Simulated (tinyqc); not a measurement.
Worked calculation (part 2 of 2): RHF in the sto-6g basis, for H2F+, spin multiplicity 1. Computed by tinyqc, a small Python program that keeps every step (integrals from PySCF). Command: `OMP_NUM_THREADS=1 python tinyqc.py 21175 21176 out.jsonl` (the two numbers bound the seeds that draw the settings). One thread of a shared host (Intel(R) Xeon(R) Processor @ 2.60GHz), about 0.2 s of CPU time with the checks.

Geometry (angstrom):
```
atom         x          y         z
F     0.000000   0.000000  0.000000
H     0.000000   0.963000  0.563000
H     0.000000  -0.963000  0.563000
```

## Iteration 18 (converged): orbitals

converged F (hartree), order 1F 1s, 1F 2s, 1F 2px, 1F 2py, 1F 2pz, 2H 1s, 3H 1s:
$$\begin{pmatrix}
-26.886932 & -6.512561 & 0.000000 & 0.000000 & -0.019167 & -0.904543 & -0.904543 \\
-6.512561 & -3.432487 & 0.000000 & 0.000000 & -0.079004 & -0.961134 & -0.961134 \\
0.000000 & 0.000000 & -0.993314 & 0.000000 & 0.000000 & 0.000000 & 0.000000 \\
0.000000 & 0.000000 & 0.000000 & -0.897538 & 0.000000 & -0.486531 & 0.486531 \\
-0.019167 & -0.079004 & 0.000000 & 0.000000 & -0.939420 & -0.330312 & -0.330312 \\
-0.904543 & -0.961134 & 0.000000 & -0.486531 & -0.330312 & -0.708155 & -0.234766 \\
-0.904543 & -0.961134 & 0.000000 & 0.486531 & -0.330312 & -0.234766 & -0.708155
\end{pmatrix}$$

X, order 1F 1s, 1F 2s, 1F 2px, 1F 2py, 1F 2pz, 2H 1s, 3H 1s:
$$\begin{pmatrix}
-0.398556 & 0.000000 & 0.700985 & 0.000000 & -0.603520 & 0.000000 & 0.218698 \\
0.990797 & 0.000000 & -0.208191 & 0.000000 & -0.251017 & 0.000000 & 0.486592 \\
0.000000 & 0.000000 & 0.000000 & 1.000000 & 0.000000 & 0.000000 & 0.000000 \\
0.000000 & 0.826221 & 0.000000 & 0.000000 & 0.000000 & 0.684535 & 0.000000 \\
0.336780 & 0.000000 & 0.683829 & 0.000000 & 0.658938 & 0.000000 & 0.171038 \\
-0.584792 & -0.712679 & -0.218331 & 0.000000 & 0.182754 & 0.396797 & 0.386934 \\
-0.584792 & 0.712679 & -0.218331 & 0.000000 & 0.182754 & -0.396797 & 0.386934
\end{pmatrix}$$

Diagonalise F' = X^T F X, C = X C', fill 5 alpha and 5 beta electrons from the bottom; D = 2 C_occ C_occ^T. Each column has its largest component positive (the first on a tie).

F' = X^T F X (hartree):
$$\begin{pmatrix}
-1.651607 & 0.000000 & 3.730486 & 0.000000 & -3.336813 & 0.000000 & 1.187095 \\
0.000000 & 0.052362 & 0.000000 & 0.000000 & 0.000000 & -0.084188 & 0.000000 \\
3.730486 & 0.000000 & -11.408418 & 0.000000 & 10.708557 & 0.000000 & -5.873579 \\
0.000000 & 0.000000 & 0.000000 & -0.993314 & 0.000000 & 0.000000 & 0.000000 \\
-3.336813 & 0.000000 & 10.708557 & 0.000000 & -11.995876 & 0.000000 & 6.152944 \\
0.000000 & -0.084188 & 0.000000 & 0.000000 & 0.000000 & -1.098251 & 0.000000 \\
1.187095 & 0.000000 & -5.873579 & 0.000000 & 6.152944 & 0.000000 & -4.926641
\end{pmatrix}$$

orbital energies (hartree): MO1 -26.890048, MO2 -1.983367, MO3 -1.104378, MO4 -1.007806, MO5 -0.993314, MO6 -0.101320, MO7 0.058489

coefficients C, order 1F 1s, 1F 2s, 1F 2px, 1F 2py, 1F 2pz, 2H 1s, 3H 1s:
$$\begin{pmatrix}
0.997167 & -0.240157 & 0.000000 & 0.050755 & 0.000000 & 0.087746 & 0.000000 \\
0.012480 & 0.967399 & 0.000000 & -0.271532 & 0.000000 & -0.561299 & 0.000000 \\
0.000000 & 0.000000 & 0.000000 & 0.000000 & 1.000000 & 0.000000 & 0.000000 \\
0.000000 & 0.000000 & 0.742703 & 0.000000 & 0.000000 & 0.000000 & 0.774352 \\
0.001309 & 0.076483 & 0.000000 & 0.891492 & 0.000000 & -0.493849 & 0.000000 \\
-0.002029 & 0.074375 & 0.344017 & 0.214484 & 0.000000 & 0.721962 & -0.739602 \\
-0.002029 & 0.074375 & -0.344017 & 0.214484 & 0.000000 & 0.721962 & 0.739602
\end{pmatrix}$$

D after iteration 18, order 1F 1s, 1F 2s, 1F 2px, 1F 2py, 1F 2pz, 2H 1s, 3H 1s:
$$\begin{pmatrix}
2.109185 & -0.467329 & 0.000000 & 0.000000 & 0.056369 & -0.017997 & -0.017997 \\
-0.467329 & 2.019493 & 0.000000 & 0.000000 & -0.336125 & 0.027371 & 0.027371 \\
0.000000 & 0.000000 & 2.000000 & 0.000000 & 0.000000 & 0.000000 & 0.000000 \\
0.000000 & 0.000000 & 0.000000 & 1.103216 & 0.000000 & 0.511006 & -0.511006 \\
0.056369 & -0.336125 & 0.000000 & 0.000000 & 1.601219 & 0.393793 & 0.393793 \\
-0.017997 & 0.027371 & 0.000000 & 0.511006 & 0.393793 & 0.339774 & -0.133618 \\
-0.017997 & 0.027371 & 0.000000 & -0.511006 & 0.393793 & -0.133618 & 0.339774
\end{pmatrix}$$

## Convergence

Stop when the energy changes by less than 1e-10 hartree and every element of the error matrix X^T (F D S - S D F) X is below 3e-06.

Course of the cycle:
```
iteration   E (hartree)     change  largest element of the error matrix
1          -94.78727335          -                             1.03e+00
2          -98.70759196  -3.92e+00                             2.84e-01
3          -99.53546705  -8.28e-01                             1.24e-01
4          -99.70859887  -1.73e-01                             3.42e-02
5          -99.74369473  -3.51e-02                             8.96e-03
6          -99.75075060  -7.06e-03                             2.89e-03
7          -99.75216589  -1.42e-03                             1.26e-03
8          -99.75244951  -2.84e-04                             5.16e-04
9          -99.75250632  -5.68e-05                             2.05e-04
10         -99.75251769  -1.14e-05                             8.05e-05
11         -99.75251997  -2.28e-06                             3.12e-05
12         -99.75252042  -4.56e-07                             1.20e-05
13         -99.75252052  -9.12e-08                             5.01e-06
14         -99.75252053  -1.82e-08                             2.21e-06
15         -99.75252054  -3.65e-09                             1.01e-06
16         -99.75252054  -7.31e-10                             4.80e-07
17         -99.75252054  -1.46e-10                             2.38e-07
18         -99.75252054  -2.94e-11                             1.23e-07
```

PySCF RHF in the same basis = -99.75252054 hartree

Converged in 18 iterations.

## Populations, bond orders and dipole

overlap S, order 1F 1s, 1F 2s, 1F 2px, 1F 2py, 1F 2pz, 2H 1s, 3H 1s:
$$\begin{pmatrix}
1.000000 & 0.232479 & 0.000000 & 0.000000 & 0.000000 & 0.032017 & 0.032017 \\
0.232479 & 1.000000 & 0.000000 & 0.000000 & 0.000000 & 0.330775 & 0.330775 \\
0.000000 & 0.000000 & 1.000000 & 0.000000 & 0.000000 & 0.000000 & 0.000000 \\
0.000000 & 0.000000 & 0.000000 & 1.000000 & 0.000000 & 0.238375 & -0.238375 \\
0.000000 & 0.000000 & 0.000000 & 0.000000 & 1.000000 & 0.139361 & 0.139361 \\
0.032017 & 0.330775 & 0.000000 & 0.238375 & 0.139361 & 1.000000 & 0.134881 \\
0.032017 & 0.330775 & 0.000000 & -0.238375 & 0.139361 & 0.134881 & 1.000000
\end{pmatrix}$$

Mulliken: Z minus the diagonal of D S on the atom; Loewdin: the same with S^(1/2) D S^(1/2); Mayer order: 2 sum_s sum (D(s) S)_ij (D(s) S)_ji over the two atoms.

Charges (e):
```
atom  Mulliken   Loewdin
1F    0.013839  0.125287
2H    0.493080  0.437356
3H    0.493080  0.437356
```

Mayer bond orders:
```
pair     order
2-1   0.735485
3-1   0.735485
3-2   0.021387
```

dipole moment about the origin, x y z (debye): [0.000000, 0.000000, 3.050248]
